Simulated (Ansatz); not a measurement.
**Molecular dynamics of COS**

Input:

```yaml
crystal:
  periodic: [false, false, false]
  atoms:
    - { symbol: O, position_ang: [0.935664, 0.69534, 0.590853] }
    - { symbol: C, position_ang: [0.096311, 0.070141, 0.060702] }
    - { symbol: S, position_ang: [-1.031975, -0.765481, -0.651555] }
basis:
  gaussian: { orbitals: def2-SVP }
hamiltonian:
  xc: pbe
  dispersion: d4
md:
  timestep: 1.0
  n_steps: 100
  ensemble: nve
  temperature: 1000.0
  initial_velocities: maxwell_boltzmann
  seed: 891335
```

Run as:

```bash
$ ansatz run input.yaml --threads 1 --pin off --max-ram 2048MiB --backend cpu --events-out ev --progress --plain --runs-dir out
```

It starts from a relaxed structure.

Output, in part (one step line in 4, the closing report, with atoms numbered from 0):

```
md step     0: t =     0.00 fs  T =  1000.0 K  F+E_penalty+E_count = -13906.34380303 eV  E_kin = 0.129260 eV  conserved = -13906.21454303 eV  (25 SCF iters)
md step     4: t =     4.00 fs  T =   298.6 K  F+E_penalty+E_count = -13906.24988061 eV  E_kin = 0.038603 eV  conserved = -13906.21127737 eV  (25 SCF iters)
md step     8: t =     8.00 fs  T =   833.0 K  F+E_penalty+E_count = -13906.32221244 eV  E_kin = 0.107675 eV  conserved = -13906.21453769 eV  (25 SCF iters)
md step    12: t =    12.00 fs  T =    88.0 K  F+E_penalty+E_count = -13906.22230400 eV  E_kin = 0.011370 eV  conserved = -13906.21093395 eV  (26 SCF iters)
md step    16: t =    16.00 fs  T =   643.8 K  F+E_penalty+E_count = -13906.29751315 eV  E_kin = 0.083215 eV  conserved = -13906.21429805 eV  (25 SCF iters)
md step    20: t =    20.00 fs  T =    43.4 K  F+E_penalty+E_count = -13906.21691038 eV  E_kin = 0.005611 eV  conserved = -13906.21129959 eV  (27 SCF iters)
md step    24: t =    24.00 fs  T =   752.6 K  F+E_penalty+E_count = -13906.31162343 eV  E_kin = 0.097280 eV  conserved = -13906.21434386 eV  (25 SCF iters)
md step    28: t =    28.00 fs  T =   277.0 K  F+E_penalty+E_count = -13906.24688965 eV  E_kin = 0.035804 eV  conserved = -13906.21108556 eV  (26 SCF iters)
md step    32: t =    32.00 fs  T =   962.7 K  F+E_penalty+E_count = -13906.33877393 eV  E_kin = 0.124438 eV  conserved = -13906.21433593 eV  (24 SCF iters)
md step    36: t =    36.00 fs  T =   338.2 K  F+E_penalty+E_count = -13906.25507512 eV  E_kin = 0.043719 eV  conserved = -13906.21135618 eV  (26 SCF iters)
md step    40: t =    40.00 fs  T =   894.1 K  F+E_penalty+E_count = -13906.33010481 eV  E_kin = 0.115575 eV  conserved = -13906.21452975 eV  (25 SCF iters)
md step    44: t =    44.00 fs  T =   141.2 K  F+E_penalty+E_count = -13906.22927600 eV  E_kin = 0.018249 eV  conserved = -13906.21102741 eV  (26 SCF iters)
md step    48: t =    48.00 fs  T =   625.2 K  F+E_penalty+E_count = -13906.29500570 eV  E_kin = 0.080814 eV  conserved = -13906.21419178 eV  (25 SCF iters)
md step    52: t =    52.00 fs  T =    24.5 K  F+E_penalty+E_count = -13906.21447733 eV  E_kin = 0.003169 eV  conserved = -13906.21130865 eV  (19 SCF iters)
md step    56: t =    56.00 fs  T =   705.2 K  F+E_penalty+E_count = -13906.30558167 eV  E_kin = 0.091154 eV  conserved = -13906.21442780 eV  (25 SCF iters)
md step    60: t =    60.00 fs  T =   264.7 K  F+E_penalty+E_count = -13906.24544885 eV  E_kin = 0.034211 eV  conserved = -13906.21123751 eV  (25 SCF iters)
md step    64: t =    64.00 fs  T =   901.3 K  F+E_penalty+E_count = -13906.33059017 eV  E_kin = 0.116503 eV  conserved = -13906.21408675 eV  (26 SCF iters)
md step    68: t =    68.00 fs  T =   376.3 K  F+E_penalty+E_count = -13906.26013906 eV  E_kin = 0.048638 eV  conserved = -13906.21150084 eV  (20 SCF iters)
md step    72: t =    72.00 fs  T =   905.3 K  F+E_penalty+E_count = -13906.33143079 eV  E_kin = 0.117020 eV  conserved = -13906.21441107 eV  (25 SCF iters)
md step    76: t =    76.00 fs  T =   227.2 K  F+E_penalty+E_count = -13906.24066300 eV  E_kin = 0.029365 eV  conserved = -13906.21129808 eV  (25 SCF iters)
md step    80: t =    80.00 fs  T =   625.4 K  F+E_penalty+E_count = -13906.29478046 eV  E_kin = 0.080843 eV  conserved = -13906.21393723 eV  (24 SCF iters)
md step    84: t =    84.00 fs  T =    54.7 K  F+E_penalty+E_count = -13906.21849300 eV  E_kin = 0.007076 eV  conserved = -13906.21141693 eV  (20 SCF iters)
md step    88: t =    88.00 fs  T =   651.8 K  F+E_penalty+E_count = -13906.29864056 eV  E_kin = 0.084250 eV  conserved = -13906.21439047 eV  (24 SCF iters)
md step    92: t =    92.00 fs  T =   236.9 K  F+E_penalty+E_count = -13906.24204321 eV  E_kin = 0.030626 eV  conserved = -13906.21141700 eV  (26 SCF iters)
md step    96: t =    96.00 fs  T =   809.9 K  F+E_penalty+E_count = -13906.31853955 eV  E_kin = 0.104683 eV  conserved = -13906.21385608 eV  (25 SCF iters)
md step   100: t =   100.00 fs  T =   433.5 K  F+E_penalty+E_count = -13906.26775435 eV  E_kin = 0.056036 eV  conserved = -13906.21171852 eV  (27 SCF iters)
Total energy: -13906.26776811 eV, -511.0459144712 hartree
Atom 0 at     0.946635     0.698875     0.597405 Å, force    -2.260660    -1.585763    -1.419900 eV/Å
Atom 1 at     0.074512     0.065087     0.047842 Å, force     3.142137     2.203825     1.973527 eV/Å
Atom 2 at    -1.029283    -0.765352    -0.650007 Å, force    -0.881478    -0.618062    -0.553627 eV/Å
Dipole moment:    -0.138910    -0.100888    -0.087529 e Å
```

The run went to its last step. The conserved energy stayed within 1.2 meV per atom of its start (net change 0.94 meV per atom), so the integration is sound. The temperature averaged 0.48 of the 1000 K drawn at the start: a run that starts near a minimum puts about half its kinetic energy into the potential. A run of 0.1 ps of so small a system gives no equilibrium averages.

The same pairs are bonded in the first frame and the last. Pairs count as bonded within 1.25 times the sum of covalent radii (0.12 Å more for H–H).

Last frame:

```xyz
3
Properties=species:S:1:pos:R:3
O 0.947 0.699 0.597
C 0.074 0.065 0.048
S -1.029 -0.765 -0.650
```

The run took 2.7 min on 1 thread of AMD EPYC (Zen 3), with other jobs on the host, peak memory 0.1 GiB.
